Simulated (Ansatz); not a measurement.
**CH₃ClSi (SMILES [SiH2]=CCl): one structure at several levels**

The task here is to estimate one member of a computed series from the others.

Computed with Ansatz 0.2.0, Gaussian basis. Level: single points in def2-TZVPP.

Cores are frozen in the correlated methods.

## Starting geometry

SMILES `[SiH2]=CCl`, 6 atoms, charge 0, spin multiplicity 1.

Atoms are counted from 1 here; the program's logs count them from 0.

Bond lengths: Si1–C2 1.780 Å, Si1–H4 1.348 Å, Si1–H5 1.476 Å, C2–Cl3 1.811 Å, C2–H6 1.232 Å. Angles: C2–Si1–H4 133.1°, C2–Si1–H5 115.3°, H4–Si1–H5 111.6°, Si1–C2–Cl3 115.1°, Si1–C2–H6 127.5°, Cl3–C2–H6 113.3°.

Coordinates:

```mol
CH3ClSi
  3D, bonds by distance, orders not assigned

  6  5  0  0  0  0  0  0  0  0999 V2000
   -0.6155    0.0743   -0.6367 Si  0  0
    0.4909    0.0828    0.7579 C   0  0
    0.6819   -1.5105    1.5976 Cl  0  0
   -1.4925   -0.8335   -1.1105 H   0  0
   -0.6488    1.3234   -1.4224 H   0  0
    1.4217    0.8603    0.9719 H   0  0
  1  2  8  0
  1  4  8  0
  1  5  8  0
  2  3  8  0
  2  6  8  0
M  END
```

The first run:

The input, run/in.yaml:

```yaml
crystal:
  periodic: [false, false, false]
  atoms:
    - {symbol: Si, position_ang: [-0.615500, 0.074300, -0.636700]}
    - {symbol: C, position_ang: [0.490900, 0.082800, 0.757900]}
    - {symbol: Cl, position_ang: [0.681900, -1.510500, 1.597600]}
    - {symbol: H, position_ang: [-1.492500, -0.833500, -1.110500]}
    - {symbol: H, position_ang: [-0.648800, 1.323400, -1.422400]}
    - {symbol: H, position_ang: [1.421700, 0.860300, 0.971900]}
basis:
  gaussian: {orbitals: def2-TZVPP}
correlation: {method: ccsd_t}
output: {forces: true}
```

No record of the launch command was kept for these runs.

Steps of the session up to this table: CCSD(T)/def2-TZVPP; PBE0-D4/def2-TZVPP; wB97M-V/def2-TZVPP; r2SCAN-D4/def2-TZVPP; PBE-D4/def2-TZVPP; LC-wPBE/def2-TZVPP; CAM-B3LYP-D4/def2-TZVPP.

One table of the session follows, with a row left open; its other results are not shown here.

```
      method  RMS force component (eV/Å)  angle to CCSD(T) forces (°)  dipole (D)
     CCSD(T)                       1.626                    reference        1.88
     PBE0-D4                       1.714                          6.7        2.05
     wB97M-V                       1.706                          8.3        2.24
   r2SCAN-D4                       1.659                          4.5        1.87
      PBE-D4                       1.620                          4.9        1.71
     LC-wPBE                           ?                            ?           ?
CAM-B3LYP-D4                       1.725                          8.7        2.26
```

Estimate the missing values for LC-wPBE.

As computed: RMS force component (eV/Å): 1.819; angle to CCSD(T) forces (°): 11.5; dipole (D): 2.48. In the column «RMS force component (eV/Å)» it is the highest.
